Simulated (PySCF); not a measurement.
These are B3LYP-D3(BJ)/def2-TZVP in PySCF values and carry that method's errors. Gas-phase values, no solvent. B3LYP has the VWN-RPA correlation part, as in Gaussian. Delta-SCF ions had no search for a lower state. 

Reference species (SMILES): `S` (neutral, multiplicity 1).

```json
{
  "vertical ionisation energy (Delta-SCF)": "10.41 eV",
  "HOMO": "-7.23 eV"
}
```

Changed species: `C#CS` (X = ethynyl; the reference has X = H).

Predict the effect on the vertical ionisation energy (Delta-SCF) and HOMO.

the vertical ionisation energy (Delta-SCF) decreases by 1.12 eV, to 9.29 eV; the HOMO increases by 0.48 eV, to -6.75 eV.
